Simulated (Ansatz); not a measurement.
```yaml
crystal:
  periodic: [false, false, false]
  atoms:
    - {symbol: C, position_ang: [-0.529242, 0.659722, 0.435023]}
    - {symbol: C, position_ang: [0.302146, -0.352978, 0.278843]}
    - {symbol: F, position_ang: [0.888087, -0.968556, 1.298544]}
    - {symbol: S, position_ang: [0.902935, -1.112461, -1.190672]}
    - {symbol: H, position_ang: [-0.981799, 1.122048, -0.426493]}
    - {symbol: H, position_ang: [-0.775371, 0.933911, 1.463648]}
    - {symbol: H, position_ang: [0.218394, -0.345529, -1.990853]}
basis:
  gaussian: {orbitals: def2-TZVPP}
hamiltonian: {xc: {name: BHLYP}, dispersion: d4}
scf: {lower_state_search: full}
output: {forces: true}
```

```sh
$ ansatz run in.yaml --threads 2 --pin off --events-out ev --progress --plain --max-ram 4352MiB
```

Shortened log:

```
Functional definition: BHLYP
1129 factors; their error is unknown
mean field evaluation 1: about -15670.1481 eV, gradient 4.2e1 eV
mean field evaluation 2: about -15670.7589 eV, gradient 3.7e1 eV
mean field evaluation 4: about -15674.0326 eV, gradient 2.5e0 eV
mean field evaluation 8: about -15674.0464 eV, gradient 3.3e-2 eV
mean field evaluation 16: about -15674.1087 eV, gradient 9.7e-5 eV
mean field -15674.10869491 eV, -576.0128702456 hartree, gradient 2.7e-5 eV, S^2 0.000000; 0 other end points of the search recorded, 0 dependent functions left out
reference -15674.10884038 eV, -576.0128755914 hartree; 20, 20 occupied and 157, 157 virtual orbitals, 1129 factors
Total energy: -15674.25715844 eV, -576.0183261797 hartree
Atom 0 at    -0.529242     0.659722     0.435023 Å, force     0.175736    -0.623412     0.624977 eV/Å
Atom 1 at     0.302146    -0.352978     0.278843 Å, force     0.162365     0.151291    -0.482280 eV/Å
Atom 2 at     0.888087    -0.968556     1.298544 Å, force    -0.229491     0.153240     0.313607 eV/Å
Atom 3 at     0.902935    -1.112461    -1.190672 Å, force     0.202832    -0.241494     0.531258 eV/Å
Atom 4 at    -0.981799     1.122048    -0.426493 Å, force     0.048094     0.019291     0.391691 eV/Å
Atom 5 at    -0.775371     0.933911     1.463648 Å, force     0.026995     0.125708    -0.779664 eV/Å
Atom 6 at     0.218394    -0.345529    -1.990853 Å, force    -0.386532     0.415376    -0.599588 eV/Å
Dipole moment:    -0.217931     0.226572    -0.245241 e Å
```

Run time 2.9 s (2 threads of an Arm Neoverse V2 on a shared host); peak host memory 0.37 GiB.
